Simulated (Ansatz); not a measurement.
One change: `CSC(C)N` becomes `CSC(N)F`.

Ansatz, PBE0-D4/def2-TZVP geometries, multiplicity 1. Each molecule was computed in one conformer, which needn't be the lowest.

| property | `CSC(C)N` |
| --- | --- |
| HOMO energy (PBE/def2-TZVPP) / eV | -4.99 |
| size of the dipole moment (ωB97M-V/def2-TZVPP) / D | 1.32 |
| HOMO–LUMO gap (PBE/def2-TZVPP) / eV | 4.98 |
| LUMO energy (B3LYP/def2-TZVPP) / eV | 0.57 |
| LUMO energy (ωB97M-V/def2-TZVPP) / eV | 2.38 |
| LUMO energy (PBE0/def2-TZVPP) / eV | 0.90 |

**Question.** Give the same properties after the change, and the shifts. (Estimate.)

**Answer.** Computed: 
```
                                          property  `CSC(N)F`  shift
                 HOMO energy (PBE/def2-TZVPP) / eV      -5.42  -0.43
size of the dipole moment (ωB97M-V/def2-TZVPP) / D       0.84  -0.48
               HOMO–LUMO gap (PBE/def2-TZVPP) / eV       5.09   0.11
               LUMO energy (B3LYP/def2-TZVPP) / eV       0.32  -0.25
             LUMO energy (ωB97M-V/def2-TZVPP) / eV       2.34  -0.04
                LUMO energy (PBE0/def2-TZVPP) / eV       0.63  -0.27
```

With PBE0 the HOMO falls by 0.45 eV and the LUMO falls by 0.27 eV, so the gap widens by about 0.18 eV. PBE moves the HOMO by -0.43 eV and ωB97M-V by -0.44 eV. Dipoles are sizes alone; their direction can turn.

B3LYP here is the variant with VWN-RPA as its local correlation; programs differ in this.
